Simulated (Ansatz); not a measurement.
## Nudged elastic band run: AlH₃Mg

input.yaml

```yaml
crystal:
  periodic: [false, false, false]
  atoms:
    - { symbol: Mg, position_ang: [0.54829, -1.320499, 0.849528] }
    - { symbol: Al, position_ang: [-0.361037, 0.861028, -0.557082] }
    - { symbol: H, position_ang: [1.121098, -2.679976, 1.731766] }
    - { symbol: H, position_ang: [-1.710659, 0.857553, -1.440582] }
    - { symbol: H, position_ang: [0.402297, 2.281884, -0.583629] }
basis:
  gaussian: { orbitals: def2-SVP }
hamiltonian:
  xc: blyp
neb:
  order_check: false
  images: 8
  f_tol: 0.03
  max_iterations: 60
  climbing: false
  final_atoms:
    - { symbol: Mg, position_ang: [-0.69705236, -0.39494224, 2.37166609] }
    - { symbol: Al, position_ang: [0.15390086, 0.08700364, -0.52412493] }
    - { symbol: H, position_ang: [1.06511102, -1.22823103, -0.56870796] }
    - { symbol: H, position_ang: [-1.3468872, 0.03182068, -1.08281324] }
    - { symbol: H, position_ang: [0.82491669, 1.50433895, -0.19601896] }
  initial_path:
    images:
      - { positions_ang: [[0.54829, -1.320499, 0.849528], [-0.361037, 0.861028, -0.557082], [1.121098, -2.679976, 1.731766], [-1.710659, 0.857553, -1.440582], [0.402297, 2.281884, -0.583629]] }
      - { positions_ang: [[0.54250954, -1.28074495, 1.06788021], [-0.31442359, 0.76243181, -0.46337019], [0.96753355, -2.37335394, 1.35168057], [-1.62742201, 0.71721175, -1.38327929], [0.43179151, 2.17444533, -0.5729103]] }
      - { positions_ang: [[0.53672907, -1.2409909, 1.28623241], [-0.26781018, 0.66383562, -0.36965837], [0.8139691, -2.06673188, 0.97159514], [-1.54418502, 0.5768705, -1.32597658], [0.46128602, 2.06700666, -0.5621916]] }
      - { positions_ang: [[0.53094861, -1.20123685, 1.50458462], [-0.22119677, 0.56523943, -0.27594656], [0.66040465, -1.76010983, 0.59150971], [-1.46094803, 0.43652924, -1.26867387], [0.49078053, 1.959568, -0.5514729]] }
      - { positions_ang: [[0.52516815, -1.1614828, 1.72293683], [-0.17458335, 0.46664325, -0.18223475], [0.5068402, -1.45348777, 0.21142428], [-1.37771104, 0.29618799, -1.21137116], [0.52027505, 1.85212933, -0.54075419]] }
      - { positions_ang: [[0.38679677, -1.05864316, 1.89206328], [-0.11736804, 0.38064054, -0.17857285], [0.50061943, -1.29218277, -0.04418394], [-1.33729195, 0.20443995, -1.17161908], [0.56723279, 1.76573543, -0.49768641]] }
      - { positions_ang: [[0.11583449, -0.89271793, 2.01196398], [-0.04955081, 0.30723131, -0.26496087], [0.64174233, -1.27619483, -0.17531495], [-1.33969077, 0.16128514, -1.14941762], [0.63165376, 1.70038631, -0.42226955]] }
      - { positions_ang: [[-0.15512779, -0.7267927, 2.13186468], [0.01826641, 0.23382209, -0.35134889], [0.78286522, -1.2602069, -0.30644595], [-1.34208958, 0.11813032, -1.12721616], [0.69607474, 1.63503719, -0.34685268]] }
      - { positions_ang: [[-0.42609008, -0.56086747, 2.25176538], [0.08608363, 0.16041286, -0.43773691], [0.92398812, -1.24421896, -0.43757696], [-1.34448839, 0.0749755, -1.1050147], [0.76049571, 1.56968807, -0.27143582]] }
      - { positions_ang: [[-0.69705236, -0.39494224, 2.37166609], [0.15390086, 0.08700364, -0.52412493], [1.06511102, -1.22823103, -0.56870796], [-1.3468872, 0.03182068, -1.08281324], [0.82491669, 1.50433895, -0.19601896]] }
```

Run as:

```bash
$ ansatz run input.yaml --threads 1 --pin off --max-ram 2048MiB --backend cpu --events-out ev --progress --plain --runs-dir out
```

Output, in part (warnings, iteration lines, the closing report on the highest movable image, with atoms numbered from 0):

```
NEB end point (image 0): max|allowed force component| = 2.733e-3 eV/Å (the criterion of neb.relax_end_points is 1.000e-2)
NEB end point (image 9): max|allowed force component| = 1.627e-2 eV/Å (the criterion of neb.relax_end_points is 1.000e-2)
NEB iter   1: max|band force component| = 3.338e1 eV/Å  barrier→ = 9.2927 eV  barrier← = 9.6575 eV  Δτ_max = 0.1991 Å  (269 SCF iters)
NEB iter   2: max|band force component| = 1.357e1 eV/Å  barrier→ = 3.4555 eV  barrier← = 3.8203 eV  Δτ_max = 0.1890 Å  (226 SCF iters)
NEB iter   3: max|band force component| = 6.884e0 eV/Å  barrier→ = 1.6451 eV  barrier← = 2.0098 eV  Δτ_max = 0.1966 Å  (219 SCF iters)
NEB iter   4: max|band force component| = 2.924e0 eV/Å  barrier→ = 1.0834 eV  barrier← = 1.4481 eV  Δτ_max = 0.1985 Å  (223 SCF iters)
NEB iter   5: max|band force component| = 1.316e0 eV/Å  barrier→ = 1.1430 eV  barrier← = 1.5078 eV  Δτ_max = 0.1111 Å  (221 SCF iters)
NEB iter   6: max|band force component| = 2.940e-1 eV/Å  barrier→ = 1.1099 eV  barrier← = 1.4746 eV  Δτ_max = 0.0914 Å  (215 SCF iters)
NEB iter   7: max|band force component| = 1.390e-1 eV/Å  barrier→ = 1.1000 eV  barrier← = 1.4648 eV  Δτ_max = 0.0817 Å  (219 SCF iters)
NEB iter   8: max|band force component| = 1.421e-1 eV/Å  barrier→ = 1.0929 eV  barrier← = 1.4576 eV  Δτ_max = 0.0408 Å  (210 SCF iters)
NEB iter   9: max|band force component| = 8.504e-2 eV/Å  barrier→ = 1.0918 eV  barrier← = 1.4566 eV  Δτ_max = 0.0408 Å  (219 SCF iters)
NEB iter  10: max|band force component| = 2.975e-2 eV/Å  barrier→ = 1.0919 eV  barrier← = 1.4566 eV  Δτ_max = 0.0000 Å  (412 SCF iters)
Total energy: -12083.69247783 eV, -444.0675079394 hartree
Atom 0 at     0.233307    -1.048736     1.668254 Å, force     0.008857    -0.003953    -0.022427 eV/Å
Atom 1 at    -0.427246     0.720370    -0.094408 Å, force    -0.016445     0.017736     0.017630 eV/Å
Atom 2 at     0.975386    -1.601910     0.106954 Å, force     0.011046    -0.032169     0.025927 eV/Å
Atom 3 at    -1.554932     0.246634    -1.133355 Å, force     0.004206     0.010754    -0.008915 eV/Å
Atom 4 at     0.773474     1.683632    -0.547444 Å, force    -0.007665     0.007632    -0.012215 eV/Å
Dipole moment:    -0.028916    -0.255645     0.746949 e Å
```

It converged. No image climbed, so the highest image needn't sit at the top of the path. The orbitals stay closed-shell, which can raise the energy where a bond breaks towards radicals; this wasn't checked here.

Final band (atoms are numbered from 1 in the order of the input):

```csv
image,path coordinate (Å),energy (eV),Mg1–H3 (Å),Al2–H3 (Å)
0,0.00,0.00,1.72,4.47
1,0.51,0.10,1.71,4.32
2,1.02,0.33,1.71,4.04
3,1.53,0.62,1.72,3.68
4,2.05,0.91,1.74,3.25
5,2.56,1.09,1.82,2.72
6,3.08,0.67,1.98,2.09
7,3.59,-0.17,2.39,1.65
8,4.10,-0.33,3.01,1.61
9,4.62,-0.36,3.53,1.60
```

The run took 98 s on 1 thread of Arm Neoverse V1 (shared host), peak memory 0.09 GiB.
